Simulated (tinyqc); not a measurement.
Inside a calculation. Method: UKS/LDA (PW92) in the sto-6g basis, for LiH+, spin multiplicity 2. One step of it, computed by the program tinyqc.

Problem. Iteration 2: building the Kohn-Sham matrix. J_ij = sum D_kl (ij|kl) with D = D(alpha) + D(beta); F = H + J + V_xc; E = tr D H + tr D J / 2 + E_xc + E_nn.

D(alpha) after iteration 1, order 1Li 1s, 1Li 2s, 1Li 2px, 1Li 2py, 1Li 2pz, 2H 1s:
```
[[1.013194, -0.042126, -0.000287, -0.000445, -0.021634, -0.061171],
 [-0.042126, 0.115715, 0.003239, 0.000154, 0.083626, 0.270349],
 [-0.000287, 0.003239, 0.000091, 0.000004, 0.002349, 0.007601],
 [-0.000445, 0.000154, 0.000004, 0.000000, 0.000108, 0.000346],
 [-0.021634, 0.083626, 0.002349, 0.000108, 0.060514, 0.195707],
 [-0.061171, 0.270349, 0.007601, 0.000346, 0.195707, 0.633016]]
```

D(beta) after iteration 1, order 1Li 1s, 1Li 2s, 1Li 2px, 1Li 2py, 1Li 2pz, 2H 1s:
```
[[1.006990, -0.015383, 0.000961, 0.000186, -0.001324, 0.002577],
 [-0.015383, 0.000235, -0.000015, -0.000003, 0.000020, -0.000039],
 [0.000961, -0.000015, 0.000001, 0.000000, -0.000001, 0.000002],
 [0.000186, -0.000003, 0.000000, 0.000000, 0.000000, 0.000000],
 [-0.001324, 0.000020, -0.000001, 0.000000, 0.000002, -0.000003],
 [0.002577, -0.000039, 0.000002, 0.000000, -0.000003, 0.000007]]
```

core Hamiltonian H = T + V (hartree), order 1Li 1s, 1Li 2s, 1Li 2px, 1Li 2py, 1Li 2pz, 2H 1s:
```
[[-4.650318, -0.986213, 0.000000, 0.000000, -0.006220, -0.028483],
 [-0.986213, -1.290471, 0.000000, 0.000000, -0.066791, -0.243437],
 [0.000000, 0.000000, -1.061498, 0.000000, 0.000000, 0.000000],
 [0.000000, 0.000000, 0.000000, -1.061498, 0.000000, 0.000000],
 [-0.006220, -0.066791, 0.000000, 0.000000, -1.107805, -0.353059],
 [-0.028483, -0.243437, 0.000000, 0.000000, -0.353059, -1.070769]]
```

Two-electron integrals (ij|kl) in chemists' order, unique and non-zero (hartree):
```
(11|11) 1.681247   (21|11) 0.242603   (21|21) 0.044507   (22|11) 0.397190
(22|21) 0.090279   (22|22) 0.290625   (31|31) 0.009437   (32|31) 0.014261
(32|32) 0.064236   (33|11) 0.397190   (33|21) 0.090279   (33|22) 0.290625
(33|33) 0.313125   (41|41) 0.009437   (42|41) 0.014261   (42|42) 0.064236
(43|43) 0.016875   (44|11) 0.397190   (44|21) 0.090279   (44|22) 0.290625
(44|33) 0.279374   (44|44) 0.313125   (51|51) 0.009437   (52|51) 0.014261
(52|52) 0.064236   (53|53) 0.016875   (54|54) 0.016875   (55|11) 0.397190
(55|21) 0.090279   (55|22) 0.290625   (55|33) 0.279374   (55|44) 0.279374
(55|55) 0.313125   (61|11) 0.006614   (61|21) 0.001202   (61|22) 0.002518
(61|33) 0.002481   (61|44) 0.002481   (61|51) 0.000161   (61|52) 0.000350
(61|55) 0.002592   (61|61) 0.000036   (62|11) 0.044871   (62|21) 0.010491
(62|22) 0.040218   (62|33) 0.037876   (62|44) 0.037876   (62|51) 0.001550
(62|52) 0.012487   (62|55) 0.044902   (62|61) 0.000354   (62|62) 0.013320
(63|31) 0.000496   (63|32) 0.002997   (63|53) 0.001415   (63|63) 0.000527
(64|41) 0.000496   (64|42) 0.002997   (64|54) 0.001415   (64|64) 0.000527
(65|11) 0.064369   (65|21) 0.015114   (65|22) 0.059084   (65|33) 0.055189
(65|44) 0.055189   (65|51) 0.002426   (65|52) 0.019621   (65|55) 0.066874
(65|61) 0.000519   (65|62) 0.020852   (65|65) 0.032762   (66|11) 0.199907
(66|21) 0.047122   (66|22) 0.195515   (66|33) 0.181403   (66|44) 0.181403
(66|51) 0.006210   (66|52) 0.064376   (66|55) 0.223740   (66|61) 0.001589
(66|62) 0.089920   (66|65) 0.143726   (66|66) 0.774999
```

nuclear repulsion = 0.59974750 hartree

V_xc(alpha) (hartree), order 1Li 1s, 1Li 2s, 1Li 2px, 1Li 2py, 1Li 2pz, 2H 1s:
```
[[-1.040820, -0.118178, -0.000116, 0.000004, -0.002844, -0.003409],
 [-0.118178, -0.128354, -0.001413, -0.000051, -0.046090, -0.047182],
 [-0.000116, -0.001413, -0.122705, 0.000000, 0.000188, -0.000048],
 [0.000004, -0.000051, 0.000000, -0.122710, 0.000004, -0.000002],
 [-0.002844, -0.046090, 0.000188, 0.000004, -0.139663, -0.075332],
 [-0.003409, -0.047182, -0.000048, -0.000002, -0.075332, -0.433775]]
```

V_xc(beta) (hartree), order 1Li 1s, 1Li 2s, 1Li 2px, 1Li 2py, 1Li 2pz, 2H 1s:
```
[[-1.038956, -0.116298, -0.000073, -0.000004, -0.001248, -0.003250],
 [-0.116298, -0.106521, -0.000912, -0.000041, -0.025900, -0.024742],
 [-0.000073, -0.000912, -0.104800, -0.000003, 0.000283, -0.000020],
 [-0.000004, -0.000041, -0.000003, -0.104790, 0.000014, 0.000000],
 [-0.001248, -0.025900, 0.000283, 0.000014, -0.109989, -0.038215],
 [-0.003250, -0.024742, -0.000020, 0.000000, -0.038215, -0.186347]]
```

E_xc = sum of w rho eps_xc = -1.86050176 hartree

Give: Coulomb J; F(alpha); F(beta); total energy of this density.

Solution.

Coulomb J (hartree), order 1Li 1s, 1Li 2s, 1Li 2px, 1Li 2py, 1Li 2pz, 2H 1s:
```
[[3.6139, 0.5422, 0.0001, 0.0000, 0.0077, 0.0151],
 [0.5422, 1.0117, 0.0005, 0.0000, 0.0652, 0.1711],
 [0.0001, 0.0005, 0.9993, 0.0000, 0.0001, 0.0000],
 [0.0000, 0.0000, 0.0000, 0.9993, 0.0000, 0.0000],
 [0.0077, 0.0652, 0.0001, 0.0000, 1.0365, 0.2574],
 [0.0151, 0.1711, 0.0000, 0.0000, 0.2574, 1.0404]]
```

F(alpha) (hartree), order 1Li 1s, 1Li 2s, 1Li 2px, 1Li 2py, 1Li 2pz, 2H 1s:
```
[[-2.0773, -0.5622, 0.0000, 0.0000, -0.0014, -0.0168],
 [-0.5622, -0.4072, -0.0009, 0.0000, -0.0476, -0.1195],
 [0.0000, -0.0009, -0.1849, 0.0000, 0.0003, 0.0000],
 [0.0000, 0.0000, 0.0000, -0.1849, 0.0000, 0.0000],
 [-0.0014, -0.0476, 0.0003, 0.0000, -0.2110, -0.1710],
 [-0.0168, -0.1195, 0.0000, 0.0000, -0.1710, -0.4641]]
```

F(beta) (hartree), order 1Li 1s, 1Li 2s, 1Li 2px, 1Li 2py, 1Li 2pz, 2H 1s:
```
[[-2.0754, -0.5603, 0.0000, 0.0000, 0.0002, -0.0166],
 [-0.5603, -0.3853, -0.0004, 0.0000, -0.0275, -0.0971],
 [0.0000, -0.0004, -0.1670, 0.0000, 0.0004, 0.0000],
 [0.0000, 0.0000, 0.0000, -0.1670, 0.0000, 0.0000],
 [0.0002, -0.0275, 0.0004, 0.0000, -0.1813, -0.1339],
 [-0.0166, -0.0971, 0.0000, 0.0000, -0.1339, -0.2167]]
```

total energy of this density = -7.574213 hartree
